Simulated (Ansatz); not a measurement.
## Trigonal Te

These are G0W0@PBEsol (plane waves, hard PAW, contour deformation, complete-basis limit; Ansatz, an electronic-structure program) values and carry that method's errors.

Settings: largest k mesh 6×6×4 (not extrapolated in the mesh).

Cell: measured lattice: a = b = 4.4540 Å, c = 5.9240 Å, α = β = 90.00°, γ = 120.00°.

```json
{
  "band_gap": "0.39 eV"
}
```

Measured, for comparison: band gap 0.33 eV (temperature not stated, no zero-point or thermal correction, compiled measured gap; kind and temperature not stated; as tabulated in Kothakonda et al. (2022), arXiv:2208.02841).

Note: cell and atoms aren't relaxed at this level; the gap holds a correction of +0.03 eV to the complete basis; the gap is lowered by 0.03 eV for band edges off the mesh, as the parent functional finds them.

Spin–orbit coupling is not included; with these elements it can move the gap by several tenths of an eV or more.

Computed values are for the static lattice.

Computing time: around 4 core-hours (rough).
